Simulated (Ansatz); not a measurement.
Geometry optimisation, Ansatz 0.2.0, RKS B3LYP/def2-SVP.

input.yaml

```yaml
crystal:
  periodic: [false, false, false]
  atoms:
    - { symbol: Al, position_ang: [-1.1652, -0.5999, -0.5214] }
    - { symbol: Si, position_ang: [0.3571, 0.8982, 0.464] }
    - { symbol: P, position_ang: [0.6089, -1.2453, 0.738] }
    - { symbol: H, position_ang: [-2.4041, -0.8398, -1.4665] }
    - { symbol: H, position_ang: [1.3313, 1.5109, -0.4713] }
    - { symbol: H, position_ang: [-0.1536, 1.6289, 1.6429] }
    - { symbol: H, position_ang: [1.4869, -1.4209, -0.4314] }
basis:
  gaussian: { orbitals: def2-SVP }
hamiltonian:
  xc: b3lyp
relax:
  f_tol: 0.02
  max_steps: 40
scf:
  lower_state_search: "off"
output:
  orbitals: {}
```

Run as:

```bash
$ ansatz run input.yaml --threads 1 --pin off --max-ram 2048MiB --backend cpu --events-out ev --progress --plain --runs-dir out
```

**Question.** Where does it end, and by what steps?

**Answer.** It converged. After 9 steps the energy has fallen by 0.432 eV; H7 moved furthest, 0.33 Å.

| step | energy less start (eV) | largest force component (eV/Å) | accepted |
| --- | --- | --- | --- |
| 0 | 0.0000 | 2.578 | yes |
| 1 | -0.3888 | 0.951 | yes |
| 2 | -0.4214 | 0.224 | yes |
| 3 | -0.4249 | 0.045 | yes |
| 4 | -0.4270 | 0.084 | yes |
| 5 | -0.4293 | 0.071 | yes |
| 6 | -0.4309 | 0.084 | yes |
| 7 | -0.4315 | 0.043 | yes |
| 8 | -0.4317 | 0.026 | yes |
| 9 | -0.4319 | 0.007 | yes |

```xyz
7
Properties=species:S:1:pos:R:3
Al -1.167 -0.567 -0.550
Si 0.314 1.014 0.369
P 0.612 -1.300 0.778
H -2.322 -1.096 -1.487
H 1.451 1.718 -0.293
H -0.014 1.662 1.671
H 1.187 -1.499 -0.533
```

Run time: 21 s on 1 thread of Arm Neoverse V1, on a shared host, peak memory 0.13 GiB.
